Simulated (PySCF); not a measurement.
Molfile (atoms numbered from 1):
```
C5H9N
     RDKit          3D

 15 15  0  0  0  0  0  0  0  0999 V2000
    1.5592   -0.1213   -0.7620 C   0  0  0  0  0  0  0  0  0  0  0  0
    0.5005    0.1296    0.3040 C   0  0  2  0  0  0  0  0  0  0  0  0
   -0.5783   -0.9673    0.3058 C   0  0  0  0  0  0  0  0  0  0  0  0
   -1.6770   -0.3046   -0.4813 C   0  0  0  0  0  0  0  0  0  0  0  0
   -1.5627    0.9475   -0.6582 N   0  0  0  0  0  0  0  0  0  0  0  0
   -0.3358    1.3909   -0.0109 C   0  0  0  0  0  0  0  0  0  0  0  0
    1.0964   -0.2010   -1.7596 H   0  0  0  0  0  0  0  0  0  0  0  0
    2.1108   -1.0549   -0.5706 H   0  0  0  0  0  0  0  0  0  0  0  0
    2.2909    0.7008   -0.7986 H   0  0  0  0  0  0  0  0  0  0  0  0
    0.9882    0.2133    1.2875 H   0  0  0  0  0  0  0  0  0  0  0  0
   -0.2424   -1.9187   -0.1386 H   0  0  0  0  0  0  0  0  0  0  0  0
   -0.9435   -1.2058    1.3214 H   0  0  0  0  0  0  0  0  0  0  0  0
   -2.5521   -0.8475   -0.8652 H   0  0  0  0  0  0  0  0  0  0  0  0
    0.1982    2.1062   -0.6585 H   0  0  0  0  0  0  0  0  0  0  0  0
   -0.6135    1.9486    0.9017 H   0  0  0  0  0  0  0  0  0  0  0  0
  1  2  1  0
  2  3  1  0
  3  4  1  0
  4  5  2  0
  5  6  1  0
  6  2  1  0
  1  7  1  0
  1  8  1  0
  1  9  1  0
  2 10  1  1
  3 11  1  0
  3 12  1  0
  4 13  1  0
  6 14  1  0
  6 15  1  0
M  END
```

Geometry: PBE0-D3(BJ)/def2-SVP; GIAO shifts from PySCF, gas phase, non-relativistic, averaged over equivalent atoms.

At HF/pcSseg-1 (147 basis functions, 6.2 s wall time on 1 thread of an Arm Neoverse V1, shared host):
```
   atoms  δ (ppm)
      C4    173.1
      C6     62.9
      C3     40.5
      C2     26.0
      C1     21.7
      N5    389.1
     H13     7.49
     H15     3.52
     H14     3.41
     H12     2.22
     H10     1.71
     H11     1.70
H7/H8/H9     0.83
```

References, each an isolated molecule treated in the same way: 13C (σ = 190.85 ppm), 1H (σ = 31.69 ppm) vs TMS; 15N (σ = 265.72 ppm) vs NH3.

Predict the values at BLYP/pcSseg-1 on the same geometry.

## Answers


```tsv
atoms	δ at BLYP/pcSseg-1	change
C4	168.2	-4.9
C6	74.8	+11.9
C3	49.3	+8.8
C2	34.0	+8.0
C1	24.3	+2.6
N5	390.0	+0.9
H13	7.28	-0.21
H15	3.91	+0.39
H14	3.74	+0.33
H12	2.59	+0.37
H10	2.03	+0.32
H11	2.00	+0.30
H7/H8/H9	0.83	+0.00
```

Shifts are taken against calculated references (same method and geometry level): 13C (σ = 175.31 ppm) and 1H (σ = 31.36 ppm) vs TMS; 15N (σ = 262.57 ppm) against NH3.

The largest change is at C6 (sp3 CH2 bonded to N). Cost: 147 basis functions, 22 s wall time on 1 thread of an Arm Neoverse V1, shared host. The order of the carbon signals is the same at both levels.

Experimental scales use liquid or dissolved standards, which lie at an offset from isolated NH3 (liquid NH3: subtract about 20 ppm). Unscaled 15N shifts of sp2 nitrogen come out 20 to 40 ppm too high even then.
